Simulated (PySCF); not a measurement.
# Sulfur diatomic (S₂) (triplet): EPR parameters at several levels of theory

How much do the EPR parameters of Sulfur diatomic (S₂) (triplet) (`S=S`) depend on the level of theory, and what does each level cost?

Computed with PySCF 2.14.0, with density-fitted response routines of our own, on a single molecule in the gas phase. Atoms are numbered from 0 throughout.

## Step 1: The starting structure

2 atoms, charge 0, multiplicity 3; geometry from: GFN2-xTB.

Bonds of the start (Å): S0–S1 1.90.

## Step 2: Relaxing the molecule at PBE0-D3(BJ)/def2-SVP

What the job is given:

```
{"job": {"xc": "PBE0", "basis": "def2-SVP", "d3": "d3bj", "grid": 1, "kind": "geom"}, "charge": 0, "multiplicity": 3}
S      0.952690    -0.007680    -0.003400
S     -0.947180     0.010220    -0.024900
```

Log:

```text
step   0  E = -795.83818024  max force = 0.002566
step   1  E = -795.83818869  max force = 0.000778
step   2  E = -795.83818955  max force = 0.000023
optimisation converged
```

Wall time 1.6 s (1 thread, shared host).

The steps of the relaxation:

```tsv
step	energy from step 0 (eV)	largest force component (eV/Å)
0	0.0000	0.1319
1	-0.0002	0.0400
2	-0.0003	0.0012
```

The bond:

```tsv
bond	before (Å)	after (Å)	change (Å)
S0–S1	1.900	1.904	+0.004
```

The next job starts from the end point, and lists it.

```tsv
at the end point	value
point group (found at 0.08 Å tolerance)	D∞h
rotational constants (GHz, main isotopes)	8.720, 8.720
dipole moment (D)	0.00
⟨S²⟩	2.005
```

## Step 3: EPR parameters: B3LYP/IGLO-III

What the job is given:

```
{"job": {"kind": "epr"}, "charge": 0, "multiplicity": 3}
S      0.954658    -0.008772    -0.002103
S     -0.949148     0.011312    -0.026197
```

Method: UKS B3LYP, IGLO-III on S, non-relativistic, mean-field spin-orbit, GIAO.

Log:

```text
UKS, coarse grid
  cycle   1  E = -796.41690448  |g| = 1.50e-01
  cycle   2  E = -796.41987581  |g| = 3.80e-02
  cycle   3  E = -796.42007626  |g| = 8.41e-03
  cycle   4  E = -796.42010473  |g| = 4.12e-03
  cycle   5  E = -796.42011268  |g| = 7.45e-04
UKS, final grid
  cycle   1  E = -796.42012346  |g| = 6.04e-04
  cycle   2  E = -796.42012348  |g| = 5.55e-04
  cycle   3  E = -796.42012361  |g| = 2.77e-05
  cycle   4  E = -796.42012361  |g| = 1.47e-05
internal stability: stable
E = -796.42012361 Eh   <S^2> = 2.0073 (exact 2.0000)
g shifts (ppm)      1          2          3
  rmc          -247       -247       -247
  gc             56         15         15
  oz_so          -0      13775      13778
  total        -192      13543      13546
hyperfine (MHz)  atom isotope    a_iso     a_fc   dipolar eigenvalues
    0   33S      10.16      10.37    -52.15     26.07     26.07
    1   33S      10.16      10.37    -52.15     26.07     26.07
zero-field splitting (cm-1)  D = 20.8984  E = 0.0010  (spin-spin 0.2824, spin-orbit 20.6160)
```

Run time: 6.4 s. Hardware: 1 thread, shared host.

Principal g values 2.00213, 2.01586, 2.01587; g(iso) = 2.01128, against 2.00232 for a free electron.

Hyperfine couplings; where a row names several nuclei, a(iso) is their mean (it holds for fast rotation or exchange) and the dipolar term the largest among them:

```tsv
nuclei	isotope	a(iso) (MHz)	a(iso) (G, at g = 2.0023)	largest dipolar term (MHz)
S0, S1	33S	10.2	3.6	-52.1
```

Zero-field splitting: D = 20.898 cm⁻¹ (spin-spin 0.282, spin-orbit 20.616), E = 0.001 cm⁻¹.

Mulliken spin populations:

```tsv
atom	value (e)
S0	1.00
S1	1.00
```

## Step 4: g tensor and hyperfine couplings: PBE/IGLO-III

What the job is given:

```
{"job": {"kind": "epr", "xc": "PBE"}, "charge": 0, "multiplicity": 3}
S      0.954658    -0.008772    -0.002103
S     -0.949148     0.011312    -0.026197
```

Level: UKS PBE, IGLO-III on S, non-relativistic, mean-field spin-orbit, GIAO.

Log:

```text
UKS, coarse grid
  cycle   1  E = -796.04768005  |g| = 1.86e-01
  cycle   2  E = -796.04905250  |g| = 7.95e-02
  cycle   3  E = -796.05059101  |g| = 4.56e-02
  cycle   4  E = -796.05156219  |g| = 3.63e-03
  cycle   5  E = -796.05156593  |g| = 4.50e-04
UKS, final grid
  cycle   1  E = -796.05157595  |g| = 3.34e-04
  cycle   2  E = -796.05157595  |g| = 3.07e-04
  cycle   3  E = -796.05157598  |g| = 9.61e-05
  cycle   4  E = -796.05157598  |g| = 5.37e-05
  cycle   5  E = -796.05157598  |g| = 3.92e-06
internal stability: stable
E = -796.05157598 Eh   <S^2> = 2.0036 (exact 2.0000)
g shifts (ppm)      1          2          3
  rmc          -237       -237       -237
  gc             54         15         15
  oz_so          -0      12854      12854
  total        -183      12632      12632
hyperfine (MHz)  atom isotope    a_iso     a_fc   dipolar eigenvalues
    0   33S      -1.08      -0.81    -49.89     24.95     24.95
    1   33S      -1.08      -0.81    -49.90     24.95     24.95
zero-field splitting (cm-1)  D = 19.2744  E = 0.0000  (spin-spin 0.2816, spin-orbit 18.9928)
```

Run time: 2.8 s. Hardware: 1 thread, shared host.

In short: g(iso) 2.01068.

## Step 5: EPR parameters: PBE0/IGLO-III

What the job is given:

```
{"job": {"kind": "epr", "xc": "PBE0"}, "charge": 0, "multiplicity": 3}
S      0.954658    -0.008772    -0.002103
S     -0.949148     0.011312    -0.026197
```

Method: UKS PBE0, IGLO-III on S, non-relativistic, mean-field spin-orbit, GIAO.

Log:

```text
UKS, coarse grid
  cycle   1  E = -796.10198627  |g| = 1.54e-01
  cycle   2  E = -796.10554847  |g| = 4.32e-02
  cycle   3  E = -796.10582708  |g| = 7.53e-03
  cycle   4  E = -796.10586400  |g| = 1.66e-03
  cycle   5  E = -796.10586552  |g| = 4.82e-04
UKS, final grid
  cycle   1  E = -796.10587655  |g| = 4.28e-04
  cycle   2  E = -796.10587656  |g| = 3.80e-04
  cycle   3  E = -796.10587662  |g| = 1.49e-05
  cycle   4  E = -796.10587662  |g| = 9.64e-06
internal stability: stable
E = -796.10587662 Eh   <S^2> = 2.0097 (exact 2.0000)
g shifts (ppm)      1          2          3
  rmc          -244       -244       -244
  gc             56         15         15
  oz_so          -0      13435      13435
  total        -188      13206      13206
hyperfine (MHz)  atom isotope    a_iso     a_fc   dipolar eigenvalues
    0   33S       7.45       7.66    -51.52     25.76     25.76
    1   33S       7.45       7.66    -51.52     25.76     25.76
zero-field splitting (cm-1)  D = 18.3512  E = 0.0000  (spin-spin 0.2775, spin-orbit 18.0738)
```

Wall time 6.5 s (1 thread, shared host).

In short: g(iso) 2.01106.

## Step 6: g tensor and hyperfine couplings: BHandHLYP/IGLO-III

What the job is given:

```
{"job": {"kind": "epr", "xc": "BHandHLYP"}, "charge": 0, "multiplicity": 3}
S      0.954658    -0.008772    -0.002103
S     -0.949148     0.011312    -0.026197
```

Method: UKS BHandHLYP, IGLO-III on S, non-relativistic, mean-field spin-orbit, GIAO.

Log:

```text
UKS, coarse grid
  cycle   1  E = -796.36901271  |g| = 1.40e-01
  cycle   2  E = -796.37577313  |g| = 5.29e-02
  cycle   3  E = -796.37677615  |g| = 1.55e-02
  cycle   4  E = -796.37695862  |g| = 4.35e-03
  cycle   5  E = -796.37697455  |g| = 8.48e-04
  cycle   6  E = -796.37697560  |g| = 1.32e-04
UKS, final grid
  cycle   1  E = -796.37698220  |g| = 4.96e-05
  cycle   2  E = -796.37698220  |g| = 1.97e-05
internal stability: stable
E = -796.37698220 Eh   <S^2> = 2.0173 (exact 2.0000)
g shifts (ppm)      1          2          3
  rmc          -256       -256       -256
  gc             58         16         16
  oz_so          -0      14427      14427
  total        -198      14187      14187
hyperfine (MHz)  atom isotope    a_iso     a_fc   dipolar eigenvalues
    0   33S      21.68      21.82    -54.02     27.01     27.01
    1   33S      21.68      21.82    -54.02     27.01     27.01
zero-field splitting (cm-1)  D = 19.0636  E = 0.0001  (spin-spin 0.2772, spin-orbit 18.7864)
```

Wall time 5.5 s (1 thread, shared host).

In short: g(iso) 2.01171.

## Step 7: EPR parameters: HF/IGLO-III

What the job is given:

```
{"job": {"kind": "epr", "xc": "HF"}, "charge": 0, "multiplicity": 3}
S      0.954658    -0.008772    -0.002103
S     -0.949148     0.011312    -0.026197
```

Method: UKS HF, IGLO-III on S, non-relativistic, mean-field spin-orbit, GIAO.

Log:

```text
UKS, final grid
  cycle   1  E = -795.04253152  |g| = 1.86e-01
  cycle   2  E = -795.06364159  |g| = 7.78e-02
  cycle   3  E = -795.06705679  |g| = 2.81e-02
  cycle   4  E = -795.06822020  |g| = 7.37e-03
  cycle   5  E = -795.06831049  |g| = 1.66e-03
  cycle   6  E = -795.06831493  |g| = 4.87e-04
  cycle   7  E = -795.06831526  |g| = 1.45e-04
  cycle   8  E = -795.06831529  |g| = 4.92e-05
  cycle   9  E = -795.06831530  |g| = 1.12e-05
  cycle  10  E = -795.06831530  |g| = 2.49e-06
internal stability: stable
E = -795.06831530 Eh   <S^2> = 2.0498 (exact 2.0000)
g shifts (ppm)      1          2          3
  rmc          -266       -266       -266
  gc             62         15         15
  oz_so           0      14293      14297
  total        -204      14042      14046
hyperfine (MHz)  atom isotope    a_iso     a_fc   dipolar eigenvalues
    0   33S      44.02      44.12    -56.31     28.16     28.16
    1   33S      44.02      44.12    -56.31     28.16     28.16
zero-field splitting (cm-1)  D = 12.3757  E = 0.0068  (spin-spin 0.2655, spin-orbit 12.1102)
```

It took 4.7 s on 1 thread, shared host.

In short: g(iso) 2.01161.

## Step 8: EPR parameters: CAM-B3LYP/IGLO-III

What the job is given:

```
{"job": {"kind": "epr", "xc": "CAM-B3LYP"}, "charge": 0, "multiplicity": 3}
S      0.954658    -0.008772    -0.002103
S     -0.949148     0.011312    -0.026197
```

With the program's defaults for keys left out, this is: UKS CAM-B3LYP, IGLO-III on S, non-relativistic, mean-field spin-orbit, GIAO.

Log:

```text
UKS, coarse grid
  cycle   1  E = -796.39697157  |g| = 1.63e-01
  cycle   2  E = -796.40247274  |g| = 6.57e-02
  cycle   3  E = -796.40367086  |g| = 1.55e-02
  cycle   4  E = -796.40382291  |g| = 3.81e-03
  cycle   5  E = -796.40383920  |g| = 9.03e-04
  cycle   6  E = -796.40383976  |g| = 1.23e-04
UKS, final grid
  cycle   1  E = -796.40385158  |g| = 5.25e-05
  cycle   2  E = -796.40385158  |g| = 2.54e-05
internal stability: stable
E = -796.40385158 Eh   <S^2> = 2.0118 (exact 2.0000)
g shifts (ppm)      1          2          3
  rmc          -250       -250       -250
  gc             57         16         16
  oz_so          -0      14544      14544
  total        -193      14309      14310
hyperfine (MHz)  atom isotope    a_iso     a_fc   dipolar eigenvalues
    0   33S       6.87       6.99    -53.35     26.67     26.67
    1   33S       6.87       6.99    -53.35     26.67     26.67
zero-field splitting (cm-1)  D = 21.5446  E = 0.0001  (spin-spin 0.2847, spin-orbit 21.2599)
```

Run time: 8 s. Hardware: 1 thread, shared host.

In short: g(iso) 2.01179.

## Step 9: Comparing the runs: EPR parameters

g, ⟨S²⟩ and isotropic hyperfine couplings (MHz), with basis size and wall time:

```tsv
run	g(iso)	⟨S²⟩	33S S0 (mean)	functions	time
B3LYP/IGLO-III	2.01128	2.007	10.2	88	6.4 s
PBE/IGLO-III	2.01068	2.004	-1.1	88	2.8 s
PBE0/IGLO-III	2.01106	2.010	7.5	88	6.5 s
BHandHLYP/IGLO-III	2.01171	2.017	21.7	88	5.5 s
HF/IGLO-III	2.01161	2.050	44.0	88	4.7 s
CAM-B3LYP/IGLO-III	2.01179	2.012	6.9	88	8 s
```

## Step 10: Outcome

| quantity | value |
| --- | --- |
| point group | D∞h |
| rotational constants (main isotopes) | 8.72, 8.72 GHz |
| D, E (B3LYP) | 20.898, 0.001 cm⁻¹ |
| g(iso) (B3LYP) | 2.01128 |
| ⟨S²⟩ | 2.007 (exact 2.00) |
| largest a(iso) (averaged by class) | 33S on S0, S1, 10.2 MHz |

**Reading.** Single values in the summary come from the first run of each kind that ended normally (B3LYP/IGLO-III), which need not be the best level. With PBE0/def2-SVP, its start was all but relaxed already: 2 steps gained 0.3 meV. The largest spin populations lie on S1 (1.00 e), S0 (1.00 e). The isotropic g lies 9.0 ppt above the free-electron value. The coupling of 33S on S0 runs from -1.1 (PBE/IGLO-III) to 44.0 MHz (HF/IGLO-III).
